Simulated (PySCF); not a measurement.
Gas-phase reaction: 4 HSiNH2 + NH3 → 5 NH + 2 Si2H5

Method: PySCF energies (xtb for GFN2) plus ideal-gas RRHO corrections (1 bar). † marks an energy on the PBE0/def2-TZVP geometry and frequencies; other levels use their own. CCSD(T) freezes the core. 6-31G* has spherical d functions here. Open shells (unrestricted): NH (multiplicity 3), Si2H5 (multiplicity 2); the rest are closed-shell singlets. GFN2 has no spin-polarisation term. B3LYP is the form with VWN-RPA correlation. HSiNH2, Si2H5: computed as isolated molecules; such fragments, hydroxides, amides, oligomers or adducts are transient or little studied in the gas. CCSD(T) isn't extrapolated to the basis-set limit; its ΔH°(298 K) is 1649.4 kJ in def2-SVP and 1755.8 kJ in def2-TZVPP. The harmonic model lacks anharmonicity and excited electronic states, which grow with temperature; levels with a mode under 35 cm⁻¹ are left out. Internal rotation in HSiNH2, Si2H5 is treated as a harmonic vibration of one conformer, which makes the entropy rough.

ΔH° and ΔS° at 298 K: B3LYP/6-31G* 1705 kJ, 315 J/K; B3LYP/def2-TZVP† 1781 kJ, 316 J/K; CCSD(T)/def2-SVP† 1649 kJ, 316 J/K; GFN2-xTB 2692 kJ, 303 J/K; HF/6-31G* 815 kJ, 312 J/K.

Problem. With the heat capacities included, give log10 K (1 bar) at 500, 1000, 1200, 1800, 2000 K from B3LYP/6-31G*, B3LYP/def2-TZVP†, CCSD(T)/def2-SVP†, GFN2-xTB, HF/6-31G*.

Solution. 
| T (K) | B3LYP/6-31G* | B3LYP/def2-TZVP† | CCSD(T)/def2-SVP† | GFN2-xTB | HF/6-31G* |
|---|---|---|---|---|---|
| 500 | -161.3 | -169.2 | -155.4 | -265.1 | -68.5 |
| 1000 | -71.2 | -75.2 | -68.3 | -123.6 | -24.9 |
| 1200 | -56.1 | -59.4 | -53.7 | -100.0 | -17.5 |
| 1800 | -30.8 | -33.0 | -29.2 | -60.4 | -5.1 |
| 2000 | -25.8 | -27.7 | -24.3 | -52.5 | -2.6 |
